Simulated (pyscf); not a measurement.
F–Si(SiH₂•)(SiH₃)–SiH₃ + methane (CH₄) -> F–Si(SiH₃)(SiH₃)–SiH₃ + methyl (CH₃•), a hydrogen abstraction (doublet surface; C–H broken, H–Si formed). PySCF, gas phase, ωB97X-D3(BJ)/def2-SVP geometries. Energies in kcal/mol from the separated reactants.

Small-basis levels: PySCF, no dispersion term, spherical d functions. AM1 to PM7: differences of heats of formation from MOPAC, which are fitted to 298 K values and so differ in kind from electronic energies by zero-point and thermal terms. GFN2-xTB: tblite. Open shells are spin-unrestricted. 

| level | barrier | reaction energy |
|---|---|---|
| HF/STO-3G | … | +10.8 |
| MP2/6-31G* | … | +23.2 |
| SVWN5/6-31G* | 20.5 | +29.2 |
| PBE/def2-SVP | 22.8 | +23.7 |
| B3LYP/def2-SVP | 25.0 | +20.6 |
| GFN2-xTB | 24.6 | +27.5 |
| PM3 | 10.6 | +14.3 |
| ωB97M-D3(BJ)/def2-TZVP | … | +19.9 |

Task: What belongs in the gaps?

Result: 
- HF/STO-3G, barrier: 26.5
- MP2/6-31G*, barrier: 33.2
- ωB97M-D3(BJ)/def2-TZVP, barrier: 26.0

Against the last row the barrier runs from -15.4 (PM3) to +7.3 kcal/mol (MP2/6-31G*). At SVWN5/6-31G*, PBE/def2-SVP, GFN2-xTB, PM3 this geometry lies under one side, so the entry may be no barrier of that level: it is a single point on another level's saddle. ωB97M-D3(BJ)/def2-TZVP has limits of its own. F–Si(SiH₂•)(SiH₃)–SiH₃ lies 8.3 kcal/mol over its isomer F–SiH₂–Si•(SiH₃)–SiH₃ (electronic energy, ωB97M-D3(BJ)/def2-TZVP). One saddle was located; it need not be the lowest between these sides. The angle at the transferred H is 175°.
